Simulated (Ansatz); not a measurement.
Reaction (atomization): `C/C=C(\O)C=O` → 4 C• + 6 H• + 2 O•

Computed with Ansatz on PBE0-D4/def2-TZVP structures; ΔE is electronic, products minus reactants. CBS: MP2 limit from def2 TZ/QZ plus the TZ coupled-cluster correction, frozen cores. This one scheme is used for every species, atoms too. Functionals use def2-TZVPP. B3LYP here is the variant with VWN-RPA as its local correlation; programs differ in this. Open shells (•) are unrestricted, without spin–orbit coupling. Spin–orbit coupling would lower the free atoms: a little for C, O. Each species was taken in one conformer, which may not be the lowest.

What is ΔE at CCSD(T)/CBS? (Estimate.)

Ansatz gave: +5117.5 kJ/mol.

What do these levels give: r2SCAN-D4, PBE0-D4, B3LYP-D4, ωB97X-V, B2PLYP, PBE0, B3LYP, SCS-MP2/def2-TZVPP, HF/def2-QZVPP, MP2/def2-QZVPP, HF/CBS(def2), MP2/CBS(def2)? (Best estimate.)

The calculation gave: r2SCAN-D4 5158.0, PBE0-D4 5170.6, B3LYP-D4 5130.7, ωB97X-V 5125.0, B2PLYP 5083.0, PBE0 5152.5, B3LYP 5096.3, SCS-MP2/def2-TZVPP 5059.6, HF/def2-QZVPP 3631.0, MP2/def2-QZVPP 5193.9, HF/CBS(def2) 3631.9, MP2/CBS(def2) 5247.8 kJ/mol.

Largest T1 diagnostic among the species: 0.015.

The D4 term adds +34.3 kJ/mol with B3LYP and +18.1 kJ/mol with PBE0; it sums over pairs of atoms, weighted by their polarisabilities, and B3LYP, whose exchange is more repulsive, gets the larger term. In def2-TZVPP, CCSD(T) changes the Hartree–Fock value by +1361.1 kJ/mol (the triples alone add +97.3 kJ/mol) and MP2 by +1491.4 kJ/mol; breaking electron pairs costs correlation energy, which Hartree–Fock lacks.

For atomizations the MP2-based limit and the directly extrapolated one differ by several kJ/mol either way, and by 10 to 25 for some Ge, Se and Sn compounds, so smaller differences from it don't rank the levels.
